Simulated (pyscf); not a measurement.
Elementary routes open to Cl–Ta(Cl)(Cl)(Cl)–Cl (SMILES [Cl][Ta]([Cl])([Cl])([Cl])[Cl]) + SiH₄ (SMILES [SiH4]) in the gas phase (singlet surface):
A. H₃Si–Cl (SMILES [SiH3]Cl) + Cl–TaH(Cl)(Cl)–Cl (SMILES [Cl][TaH]([Cl])([Cl])[Cl]) (Cl–Ta, H–Si broken; Cl–Si, H–Ta formed)
B. HCl (SMILES Cl) + H₃Si–Ta(Cl)(Cl)(Cl)–Cl (SMILES [SiH3][Ta]([Cl])([Cl])([Cl])[Cl]) (Cl–Ta, H–Si broken; Cl–H, Si–Ta formed)

Single points on ωB97X-D3(BJ)/def2-SVP structures (PySCF, gas phase).

Task: Rank the routes by free-energy barrier at 298 K, lowest first, for ωB97M-D3(BJ)/def2-TZVP energies (ideal gas, 1 atm, RRHO with modes under 100 cm⁻¹ raised to 100, one conformer, R ln 2 for chiral ones without a mode under 150 cm⁻¹).

Result: A (120.8 kJ/mol), B (191.3 kJ/mol)

Route A is the fastest of these, ahead of the next by 70.5 kJ/mol. The most stable products are those of A (ΔG = +18.5 kJ/mol), so kinetics and thermodynamics agree. At 1200 K A is still the fastest. A: On the reactant side the descent ends in an adduct with a H–Ta contact, 28.9 kJ/mol under the separated species and 82.0 kJ/mol under the saddle at ωB97X-D3(BJ)/def2-TZVP. On the product side the descent ends in an adduct with a Cl–Ta contact, 37.6 kJ/mol under the separated species and 49.0 kJ/mol under the saddle at ωB97X-D3(BJ)/def2-TZVP. B: On the reactant side the descent ends in an adduct with a H–Ta contact, 21.7 kJ/mol under the separated species and 149.8 kJ/mol under the saddle at ωB97X-D3(BJ)/def2-TZVP. On the product side the descent ends in an adduct with a Cl–Ta contact, 19.0 kJ/mol under the separated species and 36.5 kJ/mol under the saddle at ωB97X-D3(BJ)/def2-TZVP. Only these routes are compared; each barrier is that of the saddle found, and lower ones may exist. Elements past Kr carry the def2 core potentials, without spin-orbit coupling.
